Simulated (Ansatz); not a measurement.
# CH5BSi (SMILES B=C[SiH3]): functionals against CCSD(T) at one geometry

Aim: energy, forces and dipole at a frame of a short trajectory, from CCSD(T) and from density functionals.

Method: single points in def2-TZVPP; program: Ansatz 0.2.0, Gaussian basis.

Correlated methods freeze the cores.

### 1 The starting structure

8 atoms, charge 0, spin multiplicity 1.

Atoms are counted from 1 here; the program's logs count them from 0.

Bond lengths: B1–C2 1.374 Å, B1–H4 1.238 Å, C2–Si3 1.818 Å, C2–H5 1.149 Å, Si3–H6 1.544 Å, Si3–H7 1.536 Å, Si3–H8 1.596 Å. Angles: C2–B1–H4 170.3°, B1–C2–Si3 119.4°, B1–C2–H5 112.9°, Si3–C2–H5 123.1°, C2–Si3–H6 120.1°, C2–Si3–H7 104.1°, C2–Si3–H8 113.7°, H6–Si3–H7 116.7°, H6–Si3–H8 99.2°, H7–Si3–H8 101.9°.

As a file:

```mol
CH5BSi
  3D, bonds by distance, orders not assigned

  8  7  0  0  0  0  0  0  0  0999 V2000
   -1.3033    0.4001   -1.0665 B   0  0
   -0.1076    0.7177   -0.4676 C   0  0
    0.6513   -0.4618    0.6894 Si  0  0
   -2.4666    0.2344   -1.4573 H   0  0
    0.4984    1.4933   -1.0608 H   0  0
    0.8660   -0.0682    2.1665 H   0  0
    1.8768   -0.9926   -0.0693 H   0  0
   -0.2046   -1.7924    0.9018 H   0  0
  1  2  8  0
  1  4  8  0
  2  3  8  0
  2  5  8  0
  3  6  8  0
  3  7  8  0
  3  8  8  0
M  END
```

### 2 PBE-D4/def2-TZVPP

Input file run/in.yaml:

```yaml
crystal:
  periodic: [false, false, false]
  atoms:
    - {symbol: B, position_ang: [-1.303255, 0.400055, -1.066483]}
    - {symbol: C, position_ang: [-0.107639, 0.717739, -0.467578]}
    - {symbol: Si, position_ang: [0.651328, -0.461789, 0.689410]}
    - {symbol: H, position_ang: [-2.466615, 0.234447, -1.457312]}
    - {symbol: H, position_ang: [0.498401, 1.493283, -1.060801]}
    - {symbol: H, position_ang: [0.866049, -0.068203, 2.166513]}
    - {symbol: H, position_ang: [1.876819, -0.992555, -0.069282]}
    - {symbol: H, position_ang: [-0.204564, -1.792425, 0.901827]}
basis:
  gaussian: {orbitals: def2-TZVPP}
hamiltonian: {xc: pbe, dispersion: d4}
output: {forces: true}
```

Run with:

```console
$ ansatz run in.yaml --threads 2 --pin off --events-out ev --progress --plain --max-ram 3481MiB
```

Log:

```text
Functional definition: PBE
  name "PBE"
  cite "Perdew, Burke & Ernzerhof, Phys. Rev. Lett. 77, 3865 (1996) doi:10.1103/PhysRevLett.77.3865"
  parent pbe
  parameter kappa = 0.804
  parameter beta = 0.06672455060314922
  exchange = pbe_x(kappa = kappa, mu = beta*pi^2/3)
  correlation = pbe_c(beta = beta)
932 factors; their error is unknown
mean field evaluation 1: about -9653.3611 eV, gradient 6.7e1 eV
mean field evaluation 2: about -9621.1993 eV, gradient 1.1e2 eV
mean field evaluation 4: about -9663.4439 eV, gradient 1.4e1 eV
mean field evaluation 8: about -9664.0633 eV, gradient 1.7e-1 eV
mean field evaluation 16: about -9664.0386 eV, gradient 2.8e-4 eV
mean field -9664.03862058 eV, -355.1468687857 hartree, gradient 2.3e-5 eV, S^2 0.000000; 0 other end points of the search recorded, 0 dependent functions left out
the calculation of the forces begins
reference -9664.03866471 eV, -355.1468704074 hartree; 15, 15 occupied and 159, 159 virtual orbitals, 932 factors
Total energy: -9664.17726461 eV, -355.1519638599 hartree
Atom 0 at    -1.303255     0.400055    -1.066483 Å, force    -1.788300    -0.047360    -0.155098 eV/Å
Atom 1 at    -0.107639     0.717739    -0.467578 Å, force     0.513651     1.327710    -1.260709 eV/Å
Atom 2 at     0.651328    -0.461789     0.689410 Å, force     0.141151    -2.028356     0.592107 eV/Å
Atom 3 at    -2.466615     0.234447    -1.457312 Å, force     1.256177     0.023131     0.271262 eV/Å
Atom 4 at     0.498401     1.493283    -1.060801 Å, force    -0.514258    -0.915760     1.038069 eV/Å
Atom 5 at     0.866049    -0.068203     2.166513 Å, force     0.165194     0.168924    -0.824374 eV/Å
Atom 6 at     1.876819    -0.992555    -0.069282 Å, force    -0.180836     0.299561     0.686254 eV/Å
Atom 7 at    -0.204564    -1.792425     0.901827 Å, force     0.407221     1.172151    -0.347512 eV/Å
Dipole moment:    -0.147401     0.151645    -0.214559 e Å
```

Wall time 1.1 s (2 threads of Intel Xeon 6975P-C, shared host); peak memory 0.18 GiB.

### 3 r2SCAN-D4/def2-TZVPP

Changes to run/in.yaml since step 2:

```diff
@@ -13,3 +13,3 @@
   gaussian: {orbitals: def2-TZVPP}
-hamiltonian: {xc: pbe, dispersion: d4}
+hamiltonian: {xc: r2scan, dispersion: d4}
 output: {forces: true}
```

Run with:

```console
$ ansatz run in.yaml --threads 2 --pin off --events-out ev --progress --plain --max-ram 3481MiB
```

Log, cut to the lines that bear on the results:

```text
Functional definition: r2SCAN
  name "r2SCAN"
  cite "Furness, Kaplan, Ning, Perdew & Sun, J. Phys. Chem. Lett. 11, 8208 (2020) doi:10.1021/acs.jpclett.0c02405"
  cite "Furness, Kaplan, Ning, Perdew & Sun, J. Phys. Chem. Lett. 11, 9248 (2020) doi:10.1021/acs.jpclett.0c03077"
  parent r2scan
[...]
932 factors; their error is unknown
[...]
mean field -9669.03514681 eV, -355.3304877377 hartree, gradient 3.6e-5 eV, S^2 0.000000; 0 other end points of the search recorded, 0 dependent functions left out
[...]
reference -9669.03516055 eV, -355.3304882427 hartree; 15, 15 occupied and 159, 159 virtual orbitals, 932 factors
Total energy: -9669.06759503 eV, -355.3316801881 hartree
Atom 0 at    -1.303255     0.400055    -1.066483 Å, force    -1.717422     0.023988    -0.080838 eV/Å
Atom 1 at    -0.107639     0.717739    -0.467578 Å, force     0.444420     1.260519    -1.359092 eV/Å
Atom 2 at     0.651328    -0.461789     0.689410 Å, force     0.133373    -2.099630     0.551346 eV/Å
Atom 3 at    -2.466615     0.234447    -1.457312 Å, force     1.440225     0.040883     0.323608 eV/Å
Atom 4 at     0.498401     1.493283    -1.060801 Å, force    -0.639542    -1.071062     1.156808 eV/Å
Atom 5 at     0.866049    -0.068203     2.166513 Å, force     0.158558     0.138740    -1.016465 eV/Å
Atom 6 at     1.876819    -0.992555    -0.069282 Å, force    -0.307537     0.370389     0.806316 eV/Å
Atom 7 at    -0.204564    -1.792425     0.901827 Å, force     0.487926     1.336173    -0.381683 eV/Å
Dipole moment:    -0.167772     0.161042    -0.230352 e Å
```

It took 1.6 s on 2 threads of Intel Xeon 6975P-C, shared host; peak memory 0.2 GiB.

### 4 PBE0-D4/def2-TZVPP

Changes to run/in.yaml since step 3:

```diff
@@ -13,3 +13,3 @@
   gaussian: {orbitals: def2-TZVPP}
-hamiltonian: {xc: r2scan, dispersion: d4}
-output: {forces: true}
+hamiltonian: {xc: pbe0, dispersion: d4}
+output: {forces: true, orbitals: {seedname: orbitals}}
```

Run with:

```console
$ ansatz run in.yaml --threads 2 --pin off --events-out ev --progress --plain --max-ram 3481MiB
```

Log, cut to the lines that bear on the results:

```text
Functional definition: PBE0
  name "PBE0"
  cite "Adamo & Barone, J. Chem. Phys. 110, 6158 (1999) doi:10.1063/1.478522"
  cite "Perdew, Burke & Ernzerhof, Phys. Rev. Lett. 77, 3865 (1996) doi:10.1103/PhysRevLett.77.3865"
  parent pbe
[...]
935 factors; their error is unknown
[...]
mean field -9665.16570319 eV, -355.1882883078 hartree, gradient 1.7e-5 eV, S^2 0.000000; 0 other end points of the search recorded, 0 dependent functions left out
[...]
reference -9665.16573628 eV, -355.1882895236 hartree; 15, 15 occupied and 159, 159 virtual orbitals, 935 factors
Total energy: -9665.28185914 eV, -355.1925569600 hartree
Atom 0 at    -1.303255     0.400055    -1.066483 Å, force    -1.632440     0.048596    -0.018167 eV/Å
Atom 1 at    -0.107639     0.717739    -0.467578 Å, force     0.413889     1.253770    -1.426341 eV/Å
Atom 2 at     0.651328    -0.461789     0.689410 Å, force     0.124400    -2.093003     0.564201 eV/Å
Atom 3 at    -2.466615     0.234447    -1.457312 Å, force     1.421156     0.038860     0.305786 eV/Å
Atom 4 at     0.498401     1.493283    -1.060801 Å, force    -0.665261    -1.088614     1.171487 eV/Å
Atom 5 at     0.866049    -0.068203     2.166513 Å, force     0.157218     0.141260    -1.008501 eV/Å
Atom 6 at     1.876819    -0.992555    -0.069282 Å, force    -0.301605     0.372363     0.791742 eV/Å
Atom 7 at    -0.204564    -1.792425     0.901827 Å, force     0.482644     1.326768    -0.380207 eV/Å
Dipole moment:    -0.177641     0.156040    -0.235964 e Å
```

Wall time 1.4 s (2 threads of Intel Xeon 6975P-C, shared host); peak memory 0.33 GiB.

### 5 wB97M-V/def2-TZVPP

Changes to run/in.yaml since step 4:

```diff
@@ -13,3 +13,3 @@
   gaussian: {orbitals: def2-TZVPP}
-hamiltonian: {xc: pbe0, dispersion: d4}
-output: {forces: true, orbitals: {seedname: orbitals}}
+hamiltonian: {xc: {name: wB97M-V}}
+output: {forces: true}
```

Run with:

```console
$ ansatz run in.yaml --threads 2 --pin off --events-out ev --progress --plain --max-ram 3481MiB
```

Log, cut to the lines that bear on the results:

```text
Functional definition: wB97M-V
  name "wB97M-V"
  cite "Mardirossian & Head-Gordon, J. Chem. Phys. 144, 214110 (2016) doi:10.1063/1.4952647"
  cite "Becke, J. Chem. Phys. 107, 8554 (1997) doi:10.1063/1.475007"
  cite "Vydrov & Van Voorhis, J. Chem. Phys. 133, 244103 (2010) doi:10.1063/1.3521275"
  # Of w^i u^j: cxij and so on, Table III.
[...]
  gx(w, u) = 1 - cx + cx01*u + cx10*w
  gss(w, u) = css00 + css04*u^4 + css10*w + css20*w^2 + css43*w^4*u^3
  gos(w, u) = cos00 + cos10*w + (cos20 + cos21*u)*w^2 + (cos60 + cos61*u)*w^6
[...]
      + integral(e_c_pw_mod_opposite_spin*gos(b97_w_opposite, b97_u_opposite)) + vv10(b, c)
935 factors; their error is unknown
242 factors; integrals over basis functions are off by at most 1.4e-5 eV
[...]
mean field -9669.23379879 eV, -355.3377880633 hartree, gradient 8.1e-5 eV, S^2 0.000000; 0 other end points of the search recorded, 0 dependent functions left out
[...]
reference -9669.23385261 eV, -355.3377900413 hartree; 15, 15 occupied and 159, 159 virtual orbitals, 935 factors
Total energy: -9669.23385261 eV, -355.3377900413 hartree
Atom 0 at    -1.303255     0.400055    -1.066483 Å, force    -1.627206     0.095821     0.009725 eV/Å
Atom 1 at    -0.107639     0.717739    -0.467578 Å, force     0.281193     1.217129    -1.512754 eV/Å
Atom 2 at     0.651328    -0.461789     0.689410 Å, force     0.220341    -2.237063     0.684449 eV/Å
Atom 3 at    -2.466615     0.234447    -1.457312 Å, force     1.564307     0.055165     0.344086 eV/Å
Atom 4 at     0.498401     1.493283    -1.060801 Å, force    -0.700495    -1.107818     1.176593 eV/Å
Atom 5 at     0.866049    -0.068203     2.166513 Å, force     0.136377     0.098367    -1.176356 eV/Å
Atom 6 at     1.876819    -0.992555    -0.069282 Å, force    -0.426385     0.429889     0.876368 eV/Å
Atom 7 at    -0.204564    -1.792425     0.901827 Å, force     0.551866     1.448509    -0.402111 eV/Å
Dipole moment:    -0.190335     0.165581    -0.248396 e Å
```

Run time: 3.8 s. Hardware: 2 threads of Intel Xeon 6975P-C, shared host; peak memory 0.42 GiB.

### 6 CCSD(T)/def2-TZVPP

Changes to run/in.yaml since step 5:

```diff
@@ -13,3 +13,3 @@
   gaussian: {orbitals: def2-TZVPP}
-hamiltonian: {xc: {name: wB97M-V}}
+correlation: {method: ccsd_t}
 output: {forces: true}
```

Run with:

```console
$ ansatz run in.yaml --threads 2 --pin off --events-out ev --progress --plain --max-ram 3481MiB
```

Log, cut to the lines that bear on the results:

```text
Functional definition: HF
  name "HF"
  cite "Fock, Z. Phys. 61, 126 (1930) doi:10.1007/BF01340294"
  parent pbe
[...]
1001 factors; integrals over basis functions are off by at most 8.8e-4 eV
[...]
mean field -9642.33723706 eV, -354.3493576511 hartree, gradient 5.8e-6 eV, S^2 0.000000; 0 other end points of the search recorded, 0 dependent functions left out
7 core orbitals not correlated: weight in the atoms' cores, before any rotation towards them, 1.000 or more for the frozen orbitals, at most 0.000 for the correlated occupied ones
reference -9642.33723706 eV, -354.3493576511 hartree; 8, 8 occupied and 159, 159 virtual orbitals, 1001 factors
too little memory for Intel AMX tiles; the run may be slower
second order -10.46728504 eV of doubles, -0.00000000 eV of singles
cycle   1  -11.14923882 eV  change   -6.8e-1 eV  update   8.5e-2
[...]
cycle  12  -11.58939158 eV  change   -9.2e-7 eV  update   1.9e-6
perturbative correction -0.49491912 eV, -0.0181879423 hartree
[...]
Total energy: -9654.42154777 eV, -354.7934478785 hartree
Atom 0 at    -1.303255     0.400055    -1.066483 Å, force    -2.149066    -0.080820    -0.347454 eV/Å
Atom 1 at    -0.107639     0.717739    -0.467578 Å, force     0.807012     1.528692    -1.234975 eV/Å
Atom 2 at     0.651328    -0.461789     0.689410 Å, force     0.282140    -2.342937     0.757363 eV/Å
Atom 3 at    -2.466615     0.234447    -1.457312 Å, force     1.420287     0.042904     0.326421 eV/Å
Atom 4 at     0.498401     1.493283    -1.060801 Å, force    -0.662123    -1.092412     1.157715 eV/Å
Atom 5 at     0.866049    -0.068203     2.166513 Å, force     0.152625     0.131353    -1.112181 eV/Å
Atom 6 at     1.876819    -0.992555    -0.069282 Å, force    -0.363660     0.412002     0.847989 eV/Å
Atom 7 at    -0.204564    -1.792425     0.901827 Å, force     0.512785     1.401217    -0.394879 eV/Å
Dipole moment:    -0.170575     0.159525    -0.226270 e Å
```

Run time: 56 s. Hardware: 2 threads of Intel Xeon 6975P-C, shared host; peak memory 2.7 GiB.

### 7 Side by side

```csv
method,RMS force component (eV/Å),RMS error against CCSD(T) (eV/Å),angle to CCSD(T) forces (°),dipole (D)
PBE-D4,0.870,0.178,5.4,1.45
r2SCAN-D4,0.925,0.162,7.6,1.57
PBE0-D4,0.920,0.184,9.0,1.60
wB97M-V,0.975,0.198,11.0,1.70
CCSD(T),1.024,reference,reference,1.56
```

Energy less the free neutral atoms in their ground states at the same level (atoms from separate runs):

Differences are taken before rounding.

| method | rung | energy less atoms (kcal/mol) | from CCSD(T) (kcal/mol) |
| --- | --- | --- | --- |
| PBE-D4 | GGA | -643.2 | -23.3 |
| r2SCAN-D4 | meta-GGA | -640.8 | -20.9 |
| PBE0-D4 | hybrid | -636.4 | -16.6 |
| wB97M-V | range-separated hybrid | -639.3 | -19.4 |
| Hartree-Fock | wavefunction | -486.1 | +133.7 |
| MP2 | wavefunction | -623.5 | -3.7 |
| CCSD | wavefunction | -612.1 | +7.8 |
| CCSD(T) | wavefunction | -619.8 | 0 |

What each level took, beside its miss in the forces (shared host):

| method | time | RMS force error (eV/Å) |
| --- | --- | --- |
| PBE-D4 | 1.1 s | 0.178 |
| r2SCAN-D4 | 1.6 s | 0.162 |
| PBE0-D4 | 1.4 s | 0.184 |
| wB97M-V | 3.8 s | 0.198 |
| CCSD(T) | 56 s | 0 |

### 8 What came out

| quantity | value |
| --- | --- |
| energy less free atoms, CCSD(T)/def2-TZVPP | -619.8 kcal/mol |
| RMS force component | 0.870 to 1.024 eV/Å over the methods |
| RMS force error | PBE-D4 0.178, r2SCAN-D4 0.162, PBE0-D4 0.184, wB97M-V 0.198 eV/Å |
| HOMO and LUMO, PBE0-D4 | -7.15 and -1.59 eV |
| T1 diagnostic | 0.014 |

**Reading.** Against CCSD(T) the functionals' energies less atoms differ by -23.3 to -16.6 kcal/mol, PBE-D4 by -23.3 kcal/mol. A larger basis would deepen the CCSD(T) value, while the functionals are nearly converged already, so the order here is not reliable. On forces the order runs from r2SCAN-D4 to wB97M-V. Frozen-core CCSD(T) forces in triple zeta carry basis errors of their own, and this is one geometry, so small gaps rank nothing.
